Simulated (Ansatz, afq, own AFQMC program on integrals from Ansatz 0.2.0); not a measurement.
Two steps: Ansatz 0.2.0 writes the Fock matrix and Cholesky factors of the valence space, and afq projects on them the lowest state that overlaps trial and start.

```yaml
crystal:
  periodic: [false, false, false]
  atoms:
    - {symbol: Ge, position_ang: [-0.009906, 0.030801, 0.283591]}
    - {symbol: C, position_ang: [0.045889, -0.055443, -1.430334]}
    - {symbol: H, position_ang: [0.351684, -1.473937, 0.625597]}
    - {symbol: H, position_ang: [-0.405471, -0.896638, -1.956239]}
    - {symbol: H, position_ang: [0.220866, 0.811476, -2.063160]}
basis:
  gaussian: {orbitals: cc-pVDZ}
magnetization: {spin_polarized: true, initial_magnetization: 1}
correlation: {method: ccsd_t, electrons: outside_noble_gas, hamiltonian_folder: ham}
```

```sh
$ ansatz run in.yaml --threads 1 --pin off --events-out ev --progress --plain --max-ram 1382MiB
```

Options of the walk:

```
--method phaseless --trial cisd --walkers 60 --populations 1 --least-time 40 --time-step 0.005 --steps-per-block 50 --equilibration-blocks 28 --max-blocks 300 --target-error 0.0004 --factor-cut 1e-05 --start spin_pure --seed 7560 --release-times 0.24,0.51,0.99,1.62,2.4 --release-step 0.03 --release-every 4 --taylor-order 6
```

Times are imaginary, in 1/Eh. The walk had a cap of 1706 s. Filled inner d shells are frozen with the cores.

Output of the walk:

```
orbitals 41  electrons 6 5  factors 343 of 589
reference energy -2114.84989823 Eh
CCSD correlation -0.23451883 Eh in 18 cycles, weight of the determinant in the CISD state 0.7873
energy of the start -2115.070608 Eh
 block  time / (1/Eh)  mean weight  energy / Eh
     1     0.250  0.9989  -2115.074616
     2     0.500  1.0001  -2115.080304
     3     0.750  0.9988  -2115.088270
     4     1.000  1.0000  -2115.092009
     5     1.250  0.9982  -2115.090582
     7     1.750  0.9997  -2115.085824
     9     2.250  1.0020  -2115.099170
    17     4.250  1.0009  -2115.091614
    33     8.250  0.9983  -2115.092916
    49    12.250  0.9990  -2115.095873
    65    16.250  1.0009  -2115.095490
    81    20.250  1.0008  -2115.094427
    97    24.250  1.0014  -2115.092630
   113    28.250  1.0018  -2115.091907
   121    30.250  0.9995  -2115.084185
   129    32.250  1.0019  -2115.099294
   145    36.250  0.9997  -2115.088234
   161    40.250  0.9991  -2115.098940
   177    44.250  1.0013  -2115.097294
   193    48.250  0.9976  -2115.093923
   209    52.250  0.9999  -2115.090516
   225    56.250  1.0009  -2115.102825
   241    60.250  1.0003  -2115.097734
   257    64.250  0.9996  -2115.091951
   273    68.250  1.0020  -2115.096795
   289    72.250  1.0032  -2115.094975
   297    74.250  1.0004  -2115.106396
   305    76.250  1.0015  -2115.089381
   321    80.250  1.0013  -2115.093723
blocks merged  error / Eh  count
     1  0.000315  300
     2  0.000388  150
     4  0.000475  75
     8  0.000598  37
    16  0.000640  18
    32  0.000768  9
released: time / (1/Eh)  energy / Eh  error  mean overlap
  0.24  -2115.094648  0.000709  0.9936
  0.51  -2115.095363  0.000513  0.9889
  0.99  -2115.095008  0.000641  0.9919
  1.62  -2115.095485  0.000683  0.9709
  2.40  -2115.095080  0.000930  0.9636
energy -2115.093814 +/- 0.000640 Eh
(rows thinned)
```

The run passed its tests (sampling time, drift between the halves within three errors, error under three times the target), which doesn't prove that it has relaxed.

Against this walk (error 17.4 meV) on the same determinant: CCSD(T) 31.0 meV higher (within the noise). The error is statistical and leaves out the bias of the constraint. The determinant has ⟨S²⟩ = 1.04, so the low cluster orders mix in higher spin (the high orders can go on to a lower state of that spin), while the walk starts as a pure doublet. None of these is a sure reference here. Released to 2.40 1/Eh the energy moves by -34 ± 31 meV (both errors), within twice the noise.

Cautions: constraint bias not in the error; error above the target (17.4 against 10.9 meV); no relativity below Rb; no spin-orbit coupling; inner d shell frozen; higher spins were not checked; strong correlation (T1 0.066, weight of the determinant 0.79, largest double 0.14); unrestricted determinant spin contaminated (⟨S²⟩ 1.04 against 0.75); the bias of populations of 60 walkers isn't removed.

The walk took 20 min on 1 thread of Intel(R) Xeon(R) Platinum 8259CL CPU @ 2.50GHz (Skylake/Cascade Lake), on a shared host. The log's last line is the phaseless energy.
